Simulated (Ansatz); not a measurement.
Cost and result for the atomization energy of C₄H₄F₂ (`C=C(F)/C=C\F`) (10 atoms, 9 bonds).

```xyz
10

C     1.151    0.421   -1.422
C     0.190    0.501   -0.508
F    -0.568    1.603   -0.447
C    -0.129   -0.523    0.462
C    -1.071   -0.512    1.399
F    -1.913    0.493    1.604
H     1.769   -0.464   -1.480
H     1.326    1.233   -2.113
H     0.479   -1.418    0.420
H    -1.236   -1.334    2.085
```

Charge 0, multiplicity 1. All single points use the PBE0-D4/def2-TZVP geometry. It is one conformer, not always the lowest. Program: Ansatz. All runs use 4 threads of an Intel Xeon 6975P-C on a shared host. Times are those of one run each, without the atoms' runs, and a repeat can differ threefold. Electronic energies, without spin–orbit coupling; frozen cores. CCSD(T)/CBS adds CCSD(T) − MP2 in def2-TZVPP to the MP2 limit, and its time is that of the two runs behind it. T1 = 0.013; the RHF reference is unstable towards UHF. B3LYP takes the VWN-RPA correlation (the form of Gaussian; ORCA's B3LYP/G).

CCSD(T)/CBS is a level of theory with its own doubt, some kJ/mol a heavy atom from the limit and from the frozen cores, so smaller differences don't rank the functionals.

| level | functions | wall time | atomization (kcal/mol) | difference from CCSD(T)/CBS | per bond |
| --- | --- | --- | --- | --- | --- |
| PBE-D4/def2-TZVPP (with forces) | 242 | 1.1 s | 1072.8 | 46.6 | 5.2 |
| PBE0-D4/def2-TZVPP | 242 | 1.2 s | 1041.9 | 15.7 | 1.7 |
| r2SCAN-D4/def2-TZVPP (with forces) | 242 | 1.9 s | 1037.5 | 11.3 | 1.3 |
| B3LYP-D4/def2-TZVPP (with forces) | 242 | 2 s | 1030.8 | 4.6 | 0.5 |
| B2PLYP/def2-TZVPP | 242 | 2.8 s | 1021.3 | -4.9 | -0.6 |
| ωB97X-V/def2-TZVPP | 242 | 3 s | 1028.8 | 2.6 | 0.3 |
| ωB97M-V/def2-TZVPP (with forces) | 242 | 4 s | 1032.1 | 5.9 | 0.6 |
| MP2/def2-QZVPP | 462 | 12 s | 1045.4 | 19.2 | 2.1 |
| CCSD(T)/def2-TZVPP | 242 | 39 s | 1000.7 | -25.5 | -2.8 |
| CCSD(T)/CBS(def2) | – | 51 s | 1026.2 | 0.0 | 0.0 |

The D4 term adds +6.7 kcal/mol with B3LYP and +3.5 kcal/mol with PBE0; it sums over pairs of atoms, weighted by their polarisabilities, and B3LYP, whose exchange is more repulsive, gets the larger term. From PBE to PBE0 (25 % exact exchange), in def2-TZVPP and without D4, the atomization energy moves by −30.2 kcal/mol: exact exchange takes away binding that semilocal exchange gives to molecules. In def2-TZVPP, CCSD(T) changes the Hartree–Fock value by +261.9 kcal/mol (the triples alone add +20.0 kcal/mol) and MP2 by +291.5 kcal/mol; breaking electron pairs costs correlation energy, which Hartree–Fock lacks.
